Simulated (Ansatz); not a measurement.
Relaxation of CH6Si (8 atoms, charge 0, multiplicity 1), to a largest force component of 0.02 eV/Å in at most 40 steps.

These are results of RKS LDA/cc-pVDZ (Ansatz), not measurements.

```xyz
8
Properties=species:S:1:pos:R:3:forces:R:3
Si 0.000 0.000 0.000 0.02 0.00 0.91
C 0.000 0.000 1.870 0.00 0.00 -0.02
H -1.000 -0.309 2.240 0.04 0.04 0.12
H 0.768 -0.711 2.240 -0.06 0.01 0.12
H 0.232 1.020 2.240 0.02 -0.05 0.12
H 1.377 0.000 -0.486 0.87 0.02 -0.41
H -0.688 1.191 -0.486 -0.47 0.76 -0.42
H -0.688 -1.191 -0.486 -0.43 -0.79 -0.42
```

Question: Where does it end, and by what steps?

Answer: The run converged. After 5 steps the energy has fallen by 0.099 eV; H5 moved furthest, 0.21 Å.

```csv
step,energy less start (eV),largest force component (eV/Å),accepted
0,0.0000,0.914,yes
1,-0.0830,0.290,yes
2,-0.0948,0.055,yes
3,-0.0981,0.030,yes
4,-0.0986,0.030,yes
5,-0.0987,0.014,yes
```

```xyz
8
Properties=species:S:1:pos:R:3
Si 0.000 0.000 0.008
C 0.000 0.000 1.885
H -1.033 -0.108 2.277
H 0.610 -0.841 2.278
H 0.423 0.949 2.278
H 1.405 0.150 -0.531
H -0.832 1.142 -0.531
H -0.572 -1.292 -0.531
```

The run took 5.8 s on 1 thread of Arm Neoverse V2, on a shared host, peak memory 0.1 GiB.
